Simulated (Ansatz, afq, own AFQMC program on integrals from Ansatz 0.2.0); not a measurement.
AFQMC on a folder of integrals that Ansatz 0.2.0 wrote.

```yaml
crystal:
  periodic: [false, false, false]
  atoms:
    - {symbol: Al, position_ang: [0.000000, 0.000000, 0.000000]}
    - {symbol: N, position_ang: [0.000000, 0.000000, 1.359000]}
basis:
  gaussian: {orbitals: 6-31G}
magnetization: {spin_polarized: true, initial_magnetization: 0}
correlation: {method: ccsd_t, electrons: outside_noble_gas, hamiltonian_folder: ham}
```

```sh
$ ansatz run in.yaml --threads 1 --pin off --events-out ev --progress --plain --max-ram 16896MiB --backend cuda --devices 0, --max-vram 18GiB
```

afq runs on the folder ham with

```
--method phaseless --trial cisd --walkers 4000 --populations 20 --least-time 60 --time-step 0.005 --steps-per-block 50 --equilibration-blocks 28 --max-blocks 4000 --target-error 0.00017 --factor-cut 1e-05 --start spin_pure --seed 1852 --release-times 0.24,0.51,0.99,1.62,2.4 --release-step 0.03 --release-every 3 --taylor-order 6
```

Times are imaginary, in 1/Eh. The walk had a cap of 122 s. With eight or more populations the least sampling time is a fifth of least-time, and the error comes from their spread.

Log:

```
orbitals 16  electrons 4 4  factors 93 of 275
reference energy -296.05188306 Eh
CCSD correlation -0.12994689 Eh in 18 cycles, weight of the determinant in the CISD state 0.7309
energy of the start -296.144098 Eh
 block  time / (1/Eh)  mean weight  energy / Eh
     1     0.250  1.0001  -296.161098
     2     0.500  1.0004  -296.171939
     3     0.750  1.0002  -296.179188
     4     1.000  1.0001  -296.183940
     5     1.250  1.0001  -296.185512
     8     2.000  1.0001  -296.191787
    11     2.750  1.0001  -296.191503
    26     6.500  0.9999  -296.195669
    41    10.250  1.0000  -296.198034
    56    14.000  0.9998  -296.194201
    71    17.750  0.9999  -296.194967
    86    21.500  1.0000  -296.192274
   101    25.250  1.0001  -296.193659
   116    29.000  1.0002  -296.196706
   131    32.750  1.0000  -296.194249
   146    36.500  1.0001  -296.196802
   161    40.250  0.9998  -296.196672
   176    44.000  1.0001  -296.194203
   191    47.750  1.0001  -296.194786
   206    51.500  1.0001  -296.198109
   216    54.000  0.9998  -296.196320
error from the spread of 20 populations
released: time / (1/Eh)  energy / Eh  error  mean overlap
  0.24  -296.195685  0.000146  0.9999
  0.51  -296.196075  0.000147  0.9995
  0.99  -296.196658  0.000149  1.0000
  1.62  -296.196775  0.000152  1.0024
  2.40  -296.197572  0.000352  1.0015
energy -296.195038 +/- 0.000157 Eh
(rows thinned)
```

The run passed its tests (sampling time, drift between the halves within three errors, error under three times the target), which doesn't prove that it has relaxed.

Against this walk (error 4.3 meV) on the same determinant: CCSD(T) 176.4 meV higher, CCSDT(Q) 103.1 meV lower, CCSDTQ 67.5 meV lower, full CI 74.0 meV lower. The error is statistical and leaves out the bias of the constraint. The determinant has ⟨S²⟩ = 1.21, so the low cluster orders mix in higher spin, while the walk starts as a pure singlet. The released energies are still falling (meV from the phaseless value at times in 1/Eh: -18 ± 4 at 0.24, -28 ± 4 at 0.51, -44 ± 4 at 0.99, -47 ± 4 at 1.62, -69 ± 10 at 2.40), so they give no level; they do show a bias of the constraint, and the last of them that isn't too noisy lies 27 meV above full CI. Full CI is exact here, so the walk's 74 meV above it is the walk's own error: the bias of the constraint with this trial. The determinant is a poor start (see the cautions), so the low cluster orders aren't to be relied on, and full CI is the sure value.

Cautions: constraint bias not in the error; strong correlation (T1 0.090, weight of the determinant 0.73, largest double 0.20); (Q) is large, 102 meV, so the cluster series hasn't closed; unrestricted determinant spin contaminated (⟨S²⟩ 1.21 against 0.00); CCSD(T) is in doubt: in a space of 8 electrons in 8 natural orbitals full CI lies 201 meV below it.

The walk took 97 s on 1 × NVIDIA H100 80GB HBM3 with 2 threads of AMD EPYC 7R13 Processor (Zen 3), with other jobs on the host (the card was shared). The log's last line is the phaseless energy.

CCSDT and higher add their correlation energy to the determinant of the CCSD(T) run, since their own runs factorise the integrals more tightly (a shift of under 2 meV). A walk keeps the symmetry of its determinant, which the program's search chose and which needn't be the lowest solution, so a lower state of the same spin and another symmetry isn't excluded.
